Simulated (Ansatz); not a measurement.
**C3H7NO: a ladder of functionals and wavefunction methods**

The task here is to estimate one member of a computed series from the others.

The runs use Ansatz 0.2.0, Gaussian basis; functionals in def2-TZVPP, the program's frozen cores in correlated methods.

Plan: PBE-D4, r2SCAN-D4, PBE0-D4, B3LYP-D4, ωB97X-V, ωB97M-V, B2PLYP; CCSD(T)/def2-TZVPP; MP2/def2-QZVPP; extrapolation to the limit.

## The geometry

An earlier PBE0-D4 in a triple-zeta def2 set relaxation fixed the geometry.

SMILES `CNC(C)=O`, 12 atoms, charge 0, spin multiplicity 1.

Atoms are counted from 1 here; the program's logs count them from 0.

Bond lengths: C1–N2 1.439 Å, C1–H6 1.089 Å, C1–H7 1.093 Å, C1–H8 1.093 Å, N2–C3 1.357 Å, N2–H9 1.004 Å, C3–C4 1.508 Å, C3–O5 1.215 Å, C4–H10 1.091 Å, C4–H11 1.091 Å, C4–H12 1.091 Å. Angles: N2–C1–H6 107.4°, N2–C1–H7 111.4°, N2–C1–H8 111.4°, H6–C1–H7 108.9°, H6–C1–H8 108.9°, H7–C1–H8 108.8°, C1–N2–C3 122.5°, C1–N2–H9 119.1°, C3–N2–H9 118.4°, N2–C3–C4 115.3°, N2–C3–O5 123.0°, C4–C3–O5 121.7°, C3–C4–H10 108.5°, C3–C4–H11 108.5°, C3–C4–H12 113.9°, H10–C4–H11 107.4°, H10–C4–H12 109.1°, H11–C4–H12 109.1°.

The first run:

in.yaml reads:

```yaml
crystal:
  periodic: [false, false, false]
  atoms:
    - {symbol: C, position_ang: [-1.332364, 0.884328, 1.012399]}
    - {symbol: N, position_ang: [-0.277320, 0.001364, 0.590698]}
    - {symbol: C, position_ang: [0.261230, 0.050219, -0.653899]}
    - {symbol: C, position_ang: [1.359158, -0.948889, -0.921691]}
    - {symbol: O, position_ang: [-0.105845, 0.838094, -1.502921]}
    - {symbol: H, position_ang: [-1.574960, 1.527472, 0.167606]}
    - {symbol: H, position_ang: [-1.018407, 1.508342, 1.853669]}
    - {symbol: H, position_ang: [-2.227015, 0.326295, 1.301620]}
    - {symbol: H, position_ang: [0.080037, -0.676755, 1.238820]}
    - {symbol: H, position_ang: [2.260790, -0.404750, -1.206103]}
    - {symbol: H, position_ang: [1.066945, -1.564578, -1.773427]}
    - {symbol: H, position_ang: [1.584649, -1.596242, -0.072670]}
basis:
  gaussian: {orbitals: def2-TZVPP}
hamiltonian: {xc: pbe, dispersion: d4}
output: {forces: true, orbitals: {seedname: orbitals}}
```

On the command line:

```bash
ansatz run in.yaml --threads 4 --pin off --events-out ev --progress --plain --max-ram 10444MiB
```

Among the steps run: PBE-D4 (GGA); r2SCAN-D4 (meta-GGA); PBE0-D4 (hybrid); B3LYP-D4 (hybrid); ωB97X-V (range-separated); ωB97M-V (range-separated); B2PLYP (double hybrid); CCSD(T) in def2-TZVPP; MP2 in def2-QZVPP.

One of the session's tables, all rows but one given; the rest of the session is left out.

```
            method  atoms, summed (eV)  atomisation energy (kcal/mol)
            PBE-D4           -6705.621                         1193.9
         r2SCAN-D4           -6711.359                         1161.3
           PBE0-D4           -6707.220                         1166.7
          B3LYP-D4           -6715.600                         1162.3
           ωB97X-V           -6712.993                         1161.6
           ωB97M-V           -6712.171                         1162.6
            B2PLYP           -6710.126                         1149.4
     HF/def2-TZVPP           -6688.408                          825.2
    MP2/def2-TZVPP                   ?                              ?
   CCSD/def2-TZVPP           -6702.797                         1107.4
CCSD(T)/def2-TZVPP           -6703.102                         1126.0
           MP2/CBS           -6702.426                         1176.4
       CCSD(T)/CBS           -6705.286                         1156.0
```

Q: Estimate the row for MP2/def2-TZVPP from the others.

As computed: atoms, summed (eV): -6700.242; atomisation energy (kcal/mol): 1146.4. In the column «atoms, summed (eV)» it lies between MP2/CBS (-6702.426) and HF/def2-TZVPP (-6688.408).
